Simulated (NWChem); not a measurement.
# Extrapolating the CCSD(T) correlation energy of NO (+1)

```xyz
2

N      0.0000     0.0000     0.5653
O      0.0000     0.0000    -0.4946
```
Charge +1, spin multiplicity 1.

Everything below was run with NWChem. All single points use one geometry, from PBE0/def2-SVP, a minimum by its harmonic frequencies.

The correlated methods keep 2 core orbitals frozen. The structure started from a generated list of species. No row is a measurement; the coupled-cluster row has its own basis-set and correlation limits.

Worked example. The CCSD(T) correlation energy is -417.59 mHa in cc-pVTZ and -442.06 mHa in cc-pVQZ. The form E(X) = E∞ + A/X³ turns the pair into an estimate of the basis-set limit.

E∞ = (4³·(-442.06) − 3³·(-417.59))/(4³ − 3³) = -459.9 mHa. The larger basis holds 96 % of that, at about 10 times the processor time of the smaller one. This is a two-point estimate.
